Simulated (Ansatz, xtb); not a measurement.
**Relative energy of two isomers of C3H7NOS**

Structure a is `NC1(S)COC1`, a singlet and structure b is `N[C@@H]1C[C@@H](S)O1`, a singlet. Both are isolated molecules in the gas phase, relaxed with B3LYP/def2-SVP; the shapes shown needn't be the lowest conformers.

a (Å):

```xyz
13

C    -1.9164    1.0192    0.4955
C    -1.1670   -0.0610    1.3375
C    -3.1638    0.1613    0.8227
N    -1.9891    2.3821    0.9498
O    -2.3732   -0.8089    1.5229
S    -1.4325    1.1303   -1.2824
H    -2.3272    2.4334    1.9103
H    -1.0778    2.8385    0.9064
H    -1.1231   -0.1774   -1.4392
H    -0.7599    0.3401    2.2863
H    -0.3775   -0.6400    0.8271
H    -3.6947   -0.2640   -0.0449
H    -3.8966    0.6725    1.4765
```

b (Å):

```yaml
atoms:
  - { symbol: C, position_ang: [-1.2103, -0.0632, -0.0119] }
  - { symbol: C, position_ang: [0.0452, -0.3055, 0.8459] }
  - { symbol: C, position_ang: [-0.9420, -0.5653, 2.0001] }
  - { symbol: N, position_ang: [-1.3473, -0.8409, -1.1855] }
  - { symbol: O, position_ang: [-2.0610, -0.4348, 1.1275] }
  - { symbol: S, position_ang: [-0.9261, 0.5620, 3.4447] }
  - { symbol: H, position_ang: [-2.2332, -0.6642, -1.6574] }
  - { symbol: H, position_ang: [-1.2886, -1.8396, -0.9858] }
  - { symbol: H, position_ang: [-1.3932, 0.9940, -0.2730] }
  - { symbol: H, position_ang: [0.7333, 0.5416, 0.9688] }
  - { symbol: H, position_ang: [0.6177, -1.1919, 0.5339] }
  - { symbol: H, position_ang: [-0.8899, -1.5645, 2.4670] }
  - { symbol: H, position_ang: [-0.9250, 1.7161, 2.7365] }
```

Quicker runs give these differences E(b) − E(a): GFN2-xTB −39.1 kJ/mol; HF/STO-3G −40.5 kJ/mol (at GFN2-xTB geometries); r2SCAN-D4/def2-SVP −57.4 kJ/mol (at GFN2-xTB geometries).

Question: Estimate E(b) − E(a) at the level CCSD(T)/def2-SVP + ΔMP2/def2-TZVPP.

Answer: Calculated at CCSD(T)/def2-SVP + ΔMP2/def2-TZVPP: E(b) − E(a) = −47.0 kJ/mol, so structure b lies lower.

Level by level:

```tsv
level	geometry	E(b) − E(a) (kJ/mol)	departure from the last row (kJ/mol)	job, with rough time for the two
GFN2-xTB	GFN2-xTB	−39.1	+7.9	optimisation, 0.19 s
HF/STO-3G	GFN2-xTB	−40.5	+6.5	single point, 0.44 s
r2SCAN-D4/def2-SVP	GFN2-xTB	−57.4	−10.4	single point, 3.6 s
B3LYP/def2-SVP	B3LYP/def2-SVP	−56.0	−9.0	optimisation, 38 s
HF/def2-SVP	B3LYP/def2-SVP	−49.1	−2.1	part of the CCSD(T) run
MP2/def2-SVP	B3LYP/def2-SVP	−51.8	−4.8	part of the CCSD(T) run
CCSD(T)/def2-SVP	B3LYP/def2-SVP	−50.2	−3.2	single point
CCSD(T)/def2-SVP + ΔMP2/def2-TZVPP	B3LYP/def2-SVP	−47.0		single point, 44 s
```

As drawn, both hold the same kinds of bond in the same numbers.

The levels shown agree on the order. The largest departure from CCSD(T)/def2-SVP + ΔMP2/def2-TZVPP is that of r2SCAN-D4/def2-SVP, 10.4 kJ/mol. The last row adds to CCSD(T) the change of the MP2 difference between the two basis sets, here +3.2 kJ/mol.

With thermal terms from frequencies at re-optimised GFN2-xTB minima (ideal gas, soft modes damped towards free rotors, one conformer each, 298.15 K, 1 atm): the zero-point term adds +2.4 kJ/mol; ΔH is −45.1 and ΔG −44.4 kJ/mol.

The correlated steps freeze 10 core orbitals. Mirror images aren't counted in ΔG. Programs: Ansatz 0.2.0, xtb 6.7.1; the last row on 2 threads of Intel(R) Xeon(R) Platinum 8488C (Sapphire Rapids) on a shared host.
